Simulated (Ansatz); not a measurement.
Crystal: CuO$_{3}$, ReO3 type, 4 atoms in the cell.

All numbers below come from Ansatz 0.2.0 development build, PBE, plane waves, PAW datasets (generated soft set 1).

Cutoff 420 eV; k-mesh 29×29×29 Γ-centred; Fermi–Dirac smearing of 0.0612 eV; no spin polarisation.

Task: What equilibrium volume, lattice constant and bulk modulus does this give?

Result: V₀ = 13.019 Å³/atom (a₀ = 3.734 Å), B₀ = 105 GPa, B₀′ = 4.73. The points behind the fit:

```csv
V (Å³/atom),a (Å),E − E(min) (meV/atom),P (GPa)
12.221,3.6564,18.02,7.69
12.481,3.6821,7.87,4.88
12.741,3.7075,2.01,2.38
13.001,3.7326,0.00,0.14
13.261,3.7573,1.41,-1.85
13.521,3.7817,5.88,-3.62
13.781,3.8058,13.06,-5.20
```

The published all-electron PBE values for this crystal (mean of FLEUR and WIEN2k, k-spacing 0.06 Å⁻¹; Bosoni et al., Nat. Rev. Phys. 6, 45 (2024)) are V₀ = 13.003 Å³/atom, B₀ = 105.8 GPa, B₀′ = 4.81.

The stress includes the program's correction for the finite plane-wave basis.

This cubic structure is a model: it isn't the usual form of the substance at ambient conditions, and such phases are metastable or hypothetical. Spin polarisation is left out, and a magnetic state may lie lower.
